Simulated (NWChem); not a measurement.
## Extrapolating the MP2 correlation energy of B (+1)

```
B
```
Charge +1, spin multiplicity 1.

All runs are NWChem calculations.

The correlated methods keep 1 core orbital frozen.

Worked example. The MP2 correlation energy is -35.89 mHa in cc-pVTZ and -38.04 mHa in cc-pVQZ. The form E(X) = E∞ + A/X³ turns the pair into an estimate of the basis-set limit.

E∞ = (4³·(-38.04) − 3³·(-35.89))/(4³ − 3³) = -39.6 mHa. The larger basis holds 96 % of that. This is a two-point estimate.
